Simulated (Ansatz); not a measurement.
P4. Charge 0, multiplicity 5. Geometry B3LYP-D4/def2-TZVP; atoms count from 1.

Cartesian coordinates in Å:
```
P -1.327 -0.429 -0.925
P 2.046 -0.690 0.107
P 0.006 -0.389 0.776
P -0.725 1.508 0.042
```

At PBE0-D4/def2-TZVP a singlet of charge 0 lies 4.03 eV below the quintet, each at its own geometry. The structure comes from a short search, and lower isomers may exist.

Q: Estimate the Mulliken populations from the PBE0/def2-TZVP orbitals of Ansatz.

A: 
| atom | charge (e) | spin (α − β) |
| --- | --- | --- |
| P1 | -0.02 | 0.96 |
| P2 | 0.03 | 1.99 |
| P3 | 0.01 | 0.09 |
| P4 | -0.02 | 0.96 |
Mulliken values depend strongly on the basis.

Q: Where does the spin sit?

A: Summed by element: P 4.00, of 4 unpaired in all. Largest on single atoms: P2 1.99, P1 0.96, P4 0.96.

Q: And the Mayer bond orders between heavy atoms (over 0.3)?

A: P1–P3 1.17 (2.16 Å); P1–P4 1.07 (2.25 Å); P2–P3 1.15 (2.17 Å); P3–P4 1.17 (2.16 Å).
